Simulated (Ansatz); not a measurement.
`C=CC(N)=O`, relaxed with RKS PBE0-D4/def2-TZVP in Ansatz from a PBE-D4/def2-SVP geometry. The force threshold is 0.005 eV/Å; the program also tests the step.

Total charge 0; spin multiplicity 1.

Start:

```xyz
10

C     1.244    0.978    0.918
C     0.605   -0.081    0.392
C    -0.646    0.117   -0.417
N    -1.202   -1.046   -0.891
O    -1.135    1.222   -0.637
H     2.162    0.871    1.515
H     0.833    1.986    0.744
H     0.985   -1.106    0.545
H    -2.052   -0.979   -1.452
H    -0.795   -1.962   -0.717
```

| step | energy (eV) | largest force (eV/Å) | largest move (Å) |
| --- | --- | --- | --- |
| 1 | -6724.3120 | 1.251 | 0.000 |
| 2 | -6724.3682 | 0.214 | 0.029 |
| 3 | -6724.3713 | 0.050 | 0.009 |
| 4 | -6724.3714 | 0.026 | 0.008 |
| 5 | -6724.3714 | 0.005 | 0.002 |

End:

```xyz
10

C     1.230    0.967    0.907
C     0.599   -0.076    0.389
C    -0.642    0.116   -0.414
N    -1.188   -1.034   -0.886
O    -1.130    1.205   -0.632
H     2.133    0.854    1.494
H     0.837    1.964    0.743
H     0.969   -1.087    0.537
H    -2.027   -0.976   -1.435
H    -0.782   -1.933   -0.703
```

Hardware: 4 threads of an Arm Neoverse V1 on a shared host. Wall time 15 s, peak host memory 0.41 GiB.
